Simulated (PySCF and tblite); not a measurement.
C₄H₉NO, numbered as in [CH3:1][CH2:2][CH2:3][C:4]([NH2:5])=[O:6].

Level: PBE0-D3(BJ)/pcSseg-1 (IEF-PCM, chloroform)//GFN2-xTB, thermal terms from GFN2-xTB, symmetry numbers and mirror pairs counted. Conformers within 3 kcal/mol (GFN2-xTB free energy) were kept, 6 at most. GIAO shieldings: PBE0/pcSseg-1 (IEF-PCM, chloroform). Shifts are against TMS (¹H), TMS (¹³C), NH3 (¹⁵N) at the same level. Codes: tblite and PySCF.

Torsions listed: C1–C2–C3–C4, C2–C3–C4–O6, O6–C4–N5–H5. Of a mirror pair one member is shown.

| conformer | shape | weight % | dipole D |
| --- | --- | --- | --- |
| 1 | 70°, 36°, 178° | 70.1 | 4.49 |
| 2 | 180°, 0°, 0° | 17.2 | 4.52 |
| 3 | -179°, 99°, -1° | 7.1 | 4.72 |
| 4 | -65°, 105°, 179° | 5.6 | 4.70 |

(1) How do the computed shifts compare with measured ones?

## Answers

(1) 
```json
{"nucleus": "¹H", "signal": "H1", "leading conformer": "0.89", "average": "0.93", "measured": "0.99", "medium": "not stated per compound (mostly CDCl3 or CCl4)"}
{"nucleus": "¹H", "signal": "H2", "leading conformer": "1.71", "average": "1.68", "measured": "1.68", "medium": "not stated per compound (mostly CDCl3 or CCl4)"}
{"nucleus": "¹H", "signal": "H3", "leading conformer": "2.16", "average": "2.15", "measured": "2.19", "medium": "not stated per compound (mostly CDCl3 or CCl4)"}
```

Measured values: Pretsch, Buehlmann, Badertscher, Structure Determination of Organic Compounds, 4th ed. (2009). Mean difference for ¹H: -0.03 ppm, scatter 0.02 ppm. The computed shifts are unscaled and lack vibrational corrections.


¹⁵N shifts are against a computed isolated NH3 molecule, about 20 ppm from the liquid.